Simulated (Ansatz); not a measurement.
# C2H4N2: the cost of one run

Method: the levels named in each step, in Ansatz 0.2.0.

## Step 1: The starting structure

Bond lengths: N1–C2 1.142 Å, C2–C3 1.448 Å, C3–N4 1.455 Å, C3–H5 1.096 Å, C3–H6 1.107 Å, N4–H7 1.014 Å, N4–H8 1.013 Å. Angles: N1–C2–C3 178.3°, C2–C3–N4 110.5°, C2–C3–H5 108.2°, C2–C3–H6 107.0°, N4–C3–H5 108.3°, N4–C3–H6 114.5°, H5–C3–H6 108.2°, C3–N4–H7 111.0°, C3–N4–H8 110.4°, H7–N4–H8 108.6°.

Structure file:

```xyz
8

N     1.7627   -0.5318    0.0216
C     0.7580    0.0092    0.0735
C    -0.5214    0.6790    0.1792
N    -1.5897   -0.1874   -0.2961
H    -0.4937    1.5716   -0.4567
H    -0.6294    1.0067    1.2311
H    -1.6127   -1.0563    0.2265
H    -2.4873    0.2722   -0.1973
```

## Step 2: A rough first relaxation, PBE-D4/def2-SVP

This run stands in another session on the same molecule. It ended at:

```xyz
8

N     1.8344   -0.5095   -0.0101
C     0.7904    0.0155    0.0580
C    -0.5307    0.6498    0.1874
N    -1.5909   -0.2202   -0.3095
H    -0.5113    1.5788   -0.4233
H    -0.6198    0.9901    1.2526
H    -1.7032   -1.0307    0.3124
H    -2.4823    0.2893   -0.2859
```

## Step 3: Relaxation, r2SCAN-D4/def2-TZVPP

The input, input.yaml:

```yaml
crystal:
  periodic: [false, false, false]
  atoms:
    - { symbol: "N", position_ang: [1.83438048, -0.50947868, -0.0100747] }
    - { symbol: C, position_ang: [0.79036118, 0.01552817, 0.05802134] }
    - { symbol: C, position_ang: [-0.53074336, 0.64979502, 0.18736432] }
    - { symbol: "N", position_ang: [-1.59089022, -0.22019287, -0.30953673] }
    - { symbol: H, position_ang: [-0.51130164, 1.57876525, -0.42326082] }
    - { symbol: H, position_ang: [-0.61975343, 0.99005967, 1.25263831] }
    - { symbol: H, position_ang: [-1.70324117, -1.03067772, 0.31243201] }
    - { symbol: H, position_ang: [-2.48230183, 0.28928116, -0.28586372] }
basis:
  gaussian: { orbitals: def2-TZVPP }
hamiltonian:
  xc: r2scan
  dispersion: d4
relax:
  f_tol: 0.002
  max_steps: 150
```

Started as:

```bash
$ ansatz run input.yaml --threads 4 --pin off --max-ram 10240MiB --backend cpu --events-out ev --progress --plain --runs-dir out
```

Q: Estimate wall time and peak memory on 4 threads of Arm Neoverse N1, shared host.

About 33 s, with a peak of 0.32 GiB.
